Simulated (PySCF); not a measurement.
Cl₄Si, SMILES Cl[Si](Cl)(Cl)Cl (connectivity only; charge and spin as stated), charge -1, multiplicity 2.

Geometry: PBE0-D3(BJ)/def2-SVPD. The multiplicity is an assumed one; other spin states were not compared. The isomer is the one that the SMILES or the coordinates give; other isomers of the formula were not compared.

These are PySCF with PBE0-D3(BJ)/def2-SVPD values and carry that method's errors.

Frequencies are harmonic and unscaled.

```csv
mode,ν (cm⁻¹),IR (km/mol),moving atoms (share of kinetic energy)
1,93,0.5,Cl 98 %
2,119,0.5,"Cl 81 %, Si 19 %"
3,145,0.0,Cl 100 %
4,180,7.2,Cl 97 %
5,198,0.8,"Cl 81 %, Si 19 %"
6,260,9.2,Cl 97 %
7,375,407.1,"Si 80 %, Cl 20 %"
8,459,83.4,"Si 59 %, Cl 41 %"
9,482,149.2,"Si 64 %, Cl 36 %"
```
